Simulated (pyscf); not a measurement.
H₃Si–SH (SMILES [SiH3]S) + GeH₃• (SMILES [GeH3]) → H₃Si–S–GeH₃ (SMILES [SiH3][S][GeH3]) + H• (SMILES [H]) (substitution at S; doublet surface; H–S broken, Ge–S formed). Single points on ωB97X-D3(BJ)/def2-SVP structures (PySCF, gas phase). Energies in kcal/mol from the separated reactants.

| level | barrier | reaction energy |
|---|---|---|
| ωB97X-D3(BJ)/def2-TZVP | 11.5 | +6.0 |
| PBE/def2-TZVP | 10.8 | +12.2 |
| r²SCAN/def2-TZVP | 11.1 | +12.8 |
| PBE0-D3(BJ)/def2-TZVP | 11.1 | +10.0 |
| M06-2X/def2-TZVP | 17.3 | +12.8 |
| HF/def2-TZVP | 28.9 | +11.9 |

At PBE, r²SCAN this geometry lies under the product side: in single points on another level's saddle the reverse barrier vanishes, and the forward threshold there is about the reaction energy. One saddle was located; it need not be the lowest between these sides. The angle at the attacked S is 169°. Elements up to Kr have no core potential and no relativistic terms here.
